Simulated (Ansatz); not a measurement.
A nudged elastic band was laid between two geometries of BH3 + H4Si (9 atoms, charge 0, multiplicity 1).

Level of theory: RHF/def2-SVP (Ansatz 0.2.0).

```
movable images  : 9
climbing image  : yes
spring          : 20.0 eV/Å²
optimiser       : quadratic models (default)
start path      : through a guess of the saddle point
force threshold : 0.05 eV/Å
iteration limit : 60
end points      : relaxed
```

Image 0:

```xyz
9
Properties=species:S:1:pos:R:3
B -0.732 -0.246 -2.270
H -1.390 -1.243 -2.193
H 0.436 -0.318 -2.529
H -1.242 0.824 -2.101
H -0.089 -0.391 0.641
Si 0.587 0.199 1.821
H 1.450 -0.827 2.451
H -0.435 0.654 2.791
H 1.413 1.349 1.389
```

Image 10:

```xyz
9
Properties=species:S:1:pos:R:3
B 0.171 0.570 -0.968
H -1.705 -1.987 -1.098
H 0.869 0.009 -1.767
H -0.783 1.163 -1.387
H -1.533 -2.123 -0.383
Si 0.639 0.573 1.019
H 1.326 -0.677 1.437
H -0.553 0.759 1.886
H 1.568 1.712 1.261
```

(1) Which bonds break or form, and what moves?

(2) Give the energies along the band, and the barrier.

(3) What is the geometry of the highest image?

## Answers

(1) Bonds broken: B1–H2, H5–Si6. Bonds formed: B1–Si6, H2–H5. BH3 + H4Si becomes BH5Si + H2.

(2) The forces met the threshold. The highest image is number 6 of 0 to 10, 25.6 kcal/mol above the first end and 9.7 kcal/mol above the last; the last end lies 15.9 kcal/mol above the first. Another band between the same ends (9 images) ends at a top of the same energy, where a vibrational analysis finds 1 clearly imaginary mode. The orbitals stay closed-shell, which can raise the energy where a bond breaks towards radicals; this wasn't checked here.

| image | path coordinate (Å) | energy (kcal/mol) | B1–H2 (Å) | H5–Si6 (Å) | B1–Si6 (Å) |
| --- | --- | --- | --- | --- | --- |
| 0 | 0.00 | 0.0 | 1.20 | 1.48 | 4.32 |
| 1 | 0.58 | 0.1 | 1.20 | 1.48 | 4.01 |
| 2 | 1.16 | 0.4 | 1.20 | 1.48 | 3.62 |
| 3 | 1.74 | 1.5 | 1.20 | 1.49 | 3.23 |
| 4 | 2.32 | 3.9 | 1.20 | 1.50 | 2.81 |
| 5 | 2.90 | 9.1 | 1.20 | 1.57 | 2.37 |
| 6 | 3.48 | 25.6 | 1.27 | 1.98 | 2.10 |
| 7 | 4.09 | 19.2 | 1.56 | 2.55 | 2.05 |
| 8 | 4.70 | 17.5 | 2.14 | 2.94 | 2.04 |
| 9 | 5.31 | 16.1 | 2.66 | 3.36 | 2.04 |
| 10 | 5.92 | 15.9 | 3.17 | 3.74 | 2.04 |

(3) 
```xyz
9
Properties=species:S:1:pos:R:3
B -0.264 -0.046 -1.005
H -1.040 -1.037 -1.204
H 0.743 -0.330 -1.589
H -0.952 0.917 -1.198
H -0.704 -0.897 -0.199
Si 0.409 0.256 0.960
H 1.216 -0.866 1.496
H -0.679 0.553 1.922
H 1.271 1.449 0.817
```

Run time: 69 s on 1 thread of Arm Neoverse V2, with other jobs on the host, peak memory 0.12 GiB.
